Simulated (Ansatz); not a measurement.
# AlFH6Si: the cost of one run

All numbers below are computed with Ansatz 0.2.0 (RKS PBE/def2-SVP).

### 1 The structure to begin with

Bond lengths: Al1–Si2 2.712 Å, Al1–H3 1.549 Å, Al1–H4 1.547 Å, Al1–H5 1.810 Å, Al1–F6 2.109 Å, Si2–H7 1.490 Å, Si2–H8 1.471 Å, Si2–H9 1.470 Å. Angles (14 of 16 angles, heavy atoms first): Si2–Al1–F6 78.6°, Al1–Si2–H7 83.7°, Al1–Si2–H8 122.1°, Al1–Si2–H9 129.9°, Si2–Al1–H3 111.8°, Si2–Al1–H4 119.4°, Si2–Al1–H5 43.5°, H3–Al1–F6 117.8°, H4–Al1–F6 109.2°, H5–Al1–F6 35.1°, H7–Si2–H8 103.8°, H7–Si2–H9 104.2°, H8–Si2–H9 104.2°, H3–Al1–H4 115.1°.

Structure file:

```xyz
9

Al   -0.4587   -1.2254    0.5780
Si    0.1339    1.1624   -0.5624
H    -1.1020   -2.2025   -0.4369
H    -1.0687   -1.2583    1.9990
H     1.0403   -0.2722    0.2318
F     1.6450   -1.2055    0.7252
H    -1.3049    1.1498   -0.9483
H     0.2747    2.3933    0.2310
H     0.8405    1.4584   -1.8174
```

### 2 A restrained relaxation towards end A

Springs on the bonds that form and break draw the guess towards this end; the thresholds are loose.

Input file input.yaml:

```yaml
crystal:
  periodic: [false, false, false]
  atoms:
    - { symbol: Al, position_ang: [-0.4587, -1.2254, 0.578] }
    - { symbol: Si, position_ang: [0.1339, 1.1624, -0.5624] }
    - { symbol: H, position_ang: [-1.102, -2.2025, -0.4369] }
    - { symbol: H, position_ang: [-1.0687, -1.2583, 1.999] }
    - { symbol: H, position_ang: [1.0403, -0.2722, 0.2318] }
    - { symbol: F, position_ang: [1.645, -1.2055, 0.7252] }
    - { symbol: H, position_ang: [-1.3049, 1.1498, -0.9483] }
    - { symbol: H, position_ang: [0.2747, 2.3933, 0.231] }
    - { symbol: H, position_ang: [0.8405, 1.4584, -1.8174] }
basis:
  gaussian: { orbitals: def2-SVP }
hamiltonian:
  xc: pbe
relax:
  f_tol: 0.15
  max_steps: 25
  restrain:
    - { distance: [0, 5], at: 3.08, k: 30.0 }
    - { distance: [4, 1], at: 2.72, k: 30.0 }
    - { distance: [0, 1], at: 2.32, k: 30.0 }
    - { distance: [4, 5], at: 0.88, k: 30.0 }
```

Command:

```bash
$ ansatz run input.yaml --threads 2 --pin off --max-ram 3072MiB --backend cpu --events-out ev --progress --plain --runs-dir out
```

Q: Estimate wall time and peak memory on 2 threads of Arm Neoverse V1, shared host.

About 21 s, with a peak of 0.14 GiB.
